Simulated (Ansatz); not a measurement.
Write a Python script for the Ansatz DFT code, driven from Python that makes a search for lower mean-field states of ClH₂SSi, SMILES S[SiH]Cl. Level of theory (for the species named): Hartree-Fock, 6-31G* basis, multiplicity 2.

```yaml
atoms:
  - { symbol: S, position_ang: [-1.4419, 0.1365, -0.2467] }
  - { symbol: Si, position_ang: [0.6483, 0.1460, -0.3413] }
  - { symbol: Cl, position_ang: [1.3305, 1.8040, 0.6231] }
  - { symbol: H, position_ang: [-1.6014, -1.1161, -0.4823] }
  - { symbol: H, position_ang: [1.1144, -1.0439, 0.4058] }
```

`clh2ssi_states.py`:
```python
"""Restricted and unrestricted solutions of ClH2SSi, stretched and not."""

from dataclasses import dataclass

import ansatz as az
import numpy as np


@dataclass
class Settings:
    basis: str = "6-31G*"
    functional: str = "HF"


settings = Settings()

GEOMETRY = """
S    -1.44190    0.13650   -0.24670
Si    0.64830    0.14600   -0.34130
Cl    1.33050    1.80400    0.62310
H    -1.60140   -1.11610   -0.48230
H     1.11440   -1.04390    0.40580
"""

clh2ssi = az.Crystal.molecule()
for line in GEOMETRY.strip().splitlines():
    symbol, *xyz = line.split()
    clh2ssi = clh2ssi.atom(symbol, [float(v) for v in xyz])
symbols = [site.symbol for site in clh2ssi.cartesian_sites]

start = np.array([site.position_ang for site in clh2ssi.cartesian_sites])
for factor in [1.0, 1.5]:
    xyz = (start - start.mean(axis=0)) * factor
    scaled = az.Crystal.molecule()
    for symbol, place in zip(symbols, xyz):
        scaled = scaled.atom(symbol, place.tolist())
    model = (
        scaled.calculation()
        .basis(gaussian=settings.basis)
        .functional(settings.functional)
        .spin("collinear", total=1)
    )
    for search in ("off", "standard"):
        try:
            data = model.scf(lower_state_search=search).run(threads=1).report
        except az.AnsatzError as error:
            print(f"x{factor} search {search}: {type(error).__name__}")
            continue
        state = data["mean_field"]["state"]
        print(f"all distances x{factor}, search {search:8s} E = {data['free_energy_ev']:.5f} eV  <S^2> = {abs(state['spin_squared']):.3f}  other states met: {len(data['mean_field']['others'])}")
```

```console
$ python clh2ssi_states.py
all distances x1.0, search off      E = -31214.33301 eV  <S^2> = 0.755  other states met: 0
all distances x1.0, search standard E = -31214.33301 eV  <S^2> = 0.755  other states met: 0
all distances x1.5, search off      E = -31206.72527 eV  <S^2> = 2.010  other states met: 0
all distances x1.5, search standard E = -31206.72527 eV  <S^2> = 2.010  other states met: 11
```

What to keep in mind:
- Total energies depend on the basis set; only differences at equal settings carry meaning.
- The count of other states can hold repeated and symmetry-equivalent ends of the search; scaling all distances is a test, and for more than two atoms no physical path.
- The geometry comes from a force field and isn't relaxed at this level.
- The run takes the species as open-shell (spin multiplicity 2), which needn't be its ground state.
- The expectation value of S² is noticeably off S(S+1) in at least one run, so that state is spin-contaminated.
- It ran for 12 s on 1 thread of Arm Neoverse V2 (shared host), peak memory 0.21 GiB.
